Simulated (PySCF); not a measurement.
**Static response to an electric field**

C4H10N (charge +1).
Geometry (GFN2-xTB, Å), atoms numbered from 1 in this order:
```
atom  x, y, z in Å
C1    -0.8086    1.5547   -0.1151
N2    -0.5530    0.3489    0.1747
C3    -1.5014   -0.7109   -0.0146
C4     0.7451   -0.0543    0.6832
C5     1.6636   -0.4691   -0.4670
H6    -1.7629    1.8410   -0.5350
H7    -0.0746    2.3311    0.0529
H8    -1.0441   -1.5254   -0.5775
H9    -2.3892   -0.3646   -0.5400
H10   -1.7986   -1.1118    0.9572
H11    1.1979    0.7783    1.2243
H12    0.6095   -0.8926    1.3683
H13    2.6299   -0.7512   -0.0600
H14    1.8135    0.3548   -1.1598
H15    1.2685   -1.3210   -1.0134
```

Level: wB97X-D/def2-SVPD (PySCF), static field, nuclei fixed, core orbitals frozen in the response. The polarisability tensor in these axes (au):

```
x   54.48 -3.07  1.19
y   -3.07 57.41 -1.87
z    1.19 -1.87 42.75
```

Problem. What are the eigenvalues, a third of the trace, and Δα (Δα² = ½Σ(αi − αj)² over the three pairs)?

Solution. Principal values 42.46, 52.54 and 59.63 au; mean 51.54 au = 7.64 Å³ = 8.50 × 10⁻⁴⁰ C²·m²/J; Δα = 14.95 au (29 % of the mean).

Problem. Traceless (Buckingham) quadrupole moment about the centre of nuclear charge: eigenvalues?

Solution. -8.53, 1.97, 6.56 D·Å. The values depend on the origin, since the species is charged. The electronic extent ⟨r²⟩ about the same centre is 458 bohr², a root-mean-square distance of 1.79 Å for the 40 electrons.

Problem. Along which axes do the principal values lie, and how far do the nuclei extend along each?

Solution. Largest value along (-0.53, 0.84, -0.13), where the nuclei span 4.56 Å; middle along (0.85, 0.53, 0.00), 4.04 Å; least along (-0.07, 0.11, 0.99), 2.45 Å. The response follows the extents in order.

Problem. What depolarisation ratio follows for Rayleigh scattering of linearly polarised light, taking the static tensor?

Solution. ρ = 3Δα²/(45ᾱ² + 4Δα²) = 670.5/(119556 + 893.9) = 0.00557.

Problem. In TDDFT the mean static polarisability is Σ f/ω² over all singlet excitations (ω in hartree). How much of it do the 8 lowest give? Their energies (eV) and oscillator strengths: 6.94, 0.0339; 7.30, 0.2008; 7.49, 0.0068; 8.12, 0.0192; 8.31, 0.0749; 8.69, 0.0313; 9.48, 0.0015; 10.20, 0.0032.

Solution. They add up to 4.76 au, 9.2 % of the 51.54 au; the largest single term is 2.79 au, from the state at 7.30 eV. Terms in order: 0.52, 2.79, 0.09, 0.22, 0.80, 0.31, 0.01, 0.02 au. Higher excitations give the rest. The strengths listed sum to 0.372.

The structure is a single GFN2-xTB conformer in the gas phase; no vibrational or solvent corrections.
